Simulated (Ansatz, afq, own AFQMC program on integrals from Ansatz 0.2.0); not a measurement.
**P, quartet → P⁺, quintet**

A free P atom.

E(quintet, charge +1) − E(quartet, charge +0) at this geometry, on UHF and UHF determinants.

Basis cc-pVDZ. Noble-gas cores (and the filled d shells of Ga–Kr and In–Xe) are frozen. AFQMC by an in-house program on the Cholesky factors that Ansatz 0.2.0 writes for its CCSD(T) run. The CISD trial takes its coefficients from CCSD amplitudes. Released means that phaseless walkers are propagated on without the constraint, phases kept. ± is one standard error of the sampling. The errors of all members are added in quadrature.

Full CI on the same integrals is exact in this basis and with this determinant's frozen core.

Errors are counted within cc-pVDZ, not against nature.

Cautions: P⁺ (quintet): another spin lies lower; this isn't the first ionization; core correlation is missing, and it shifts such a gap most where an s electron is promoted.

Reference (full CI): 356.7 kcal/mol.

```json
{"level": "HF", "vertical ionization energy (kcal/mol)": "319.8", "error against FCI (kcal/mol)": "-36.9"}
{"level": "MP2", "vertical ionization energy (kcal/mol)": "348.7", "error against FCI (kcal/mol)": "-8.0"}
{"level": "CCSD", "vertical ionization energy (kcal/mol)": "355.8", "error against FCI (kcal/mol)": "-0.8"}
{"level": "CCSD(T)", "vertical ionization energy (kcal/mol)": "356.4", "error against FCI (kcal/mol)": "-0.2"}
{"level": "CCSDT", "vertical ionization energy (kcal/mol)": "356.6", "error against FCI (kcal/mol)": "-0.1"}
{"level": "CCSDT(Q)", "vertical ionization energy (kcal/mol)": "356.7", "error against FCI (kcal/mol)": "0.0"}
{"level": "ph-AFQMC/CISD", "vertical ionization energy (kcal/mol)": "356.7 ± 0.02", "error against FCI (kcal/mol)": "0.0 ± 0.02"}
{"level": "released AFQMC", "vertical ionization energy (kcal/mol)": "356.7 ± 0.01", "error against FCI (kcal/mol)": "0.0 ± 0.01"}
```

Correlation beyond CCSD(T) adds 0.2 kcal/mol. The perturbative (T) step is worth +0.6 kcal/mol.

CCSDT and higher add their correlation energy to the determinant of the CCSD(T) run, since their own runs factorise the integrals more tightly (a shift of under 2 meV). A walk keeps the symmetry of its determinant, which the program's search chose and which needn't be the lowest solution, so a lower state of the same spin and another symmetry isn't excluded. Released energies are given only where the last usable release times agree within the noise; a slower fall can still hide under it.
